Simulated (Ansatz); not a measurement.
```yaml
crystal:
  periodic: [false, false, false]
  atoms:
    - {symbol: Zr, position_ang: [0.000000, 0.000000, 0.000000]}
    - {symbol: B, position_ang: [0.000000, 0.000000, 2.290000]}
basis:
  gaussian: {orbitals: def2-TZVP}
total_charge: 1
magnetization: {spin_polarized: true, initial_magnetization: 4}
hamiltonian: {xc: pbe0}
relax: {f_tol: 0.004, max_steps: 80}
```

```sh
$ ansatz run in.yaml --threads 1 --pin off --events-out ev --progress --plain --max-ram 2176MiB
```

Steps of the relaxation (energy above the last step; positions in Å, forces in eV/Å):

```
2
step 1, 92.1 meV
Zr    0.000    0.000    0.000    0.000    0.000    1.203
B     0.000    0.000    2.290    0.000    0.000   -1.203
```

```
2
step 2, 25.2 meV
Zr    0.000    0.000    0.102    0.000    0.000   -0.825
B     0.000    0.000    2.188    0.000    0.000    0.825
```

```
2
step 3, 0.5 meV
Zr    0.000    0.000    0.074    0.000    0.000   -0.104
B     0.000    0.000    2.216    0.000    0.000    0.104
```

```
2
step 4, 0.0 meV
Zr    0.000    0.000    0.070    0.000    0.000   -0.001
B     0.000    0.000    2.220    0.000    0.000    0.001
```

Close pairs at the end: Zr1–B2 2.150 Å.

A stationary point of unrestricted PBE0 after 4 steps, with ⟨S²⟩ = 6.004 against 6.00 for a pure state. 18 s on 1 thread of AMD EPYC 7R13, shared host.
